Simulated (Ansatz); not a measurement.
The reference is C in the diamond structure (space group Fd-3m, No. 227; a = 3.5538 Å).

Levels (all Ansatz, a program for electronic structure, PAW): PBEsol (420 eV, scalar-relativistic without spin-orbit coupling); r2SCAN (500 eV, no SOC); HSE06 (420 eV, no spin-orbit coupling).

Levels that relaxed their own cell: PBEsol.

```tsv
level	band gap	lattice parameter a
PBEsol	4.03 eV	3.554 Å
r2SCAN	4.38 eV	–
HSE06	5.31 eV	–
```

Question: What does experiment give, and how far off is each level?

Answer: Measured: band gap 5.48 eV (0 K or low temperature; as listed in arXiv:1206.3780); lattice parameter a 3.553 Å (static lattice; corrected from measurement; as listed in Daniel Mejia-Rodriguez, S. B. Trickey, Phys. Rev. B (2018)). Computed minus measured — band gap: PBEsol -1.45 eV, r2SCAN -1.10 eV, HSE06 -0.17 eV (closest: HSE06); lattice parameter a: PBEsol +0.0 %. Measured values not marked as corrected hold thermal and zero-point effects that the static-lattice runs lack. A measured gap can be an optical one, lowered by exciton binding.

Single points use the geometry relaxed with PBEsol. HSE06 was sampled on its mesh, a few special points and the semilocal edge points, so its gap is an upper bound. Stability against distortions was not tested.
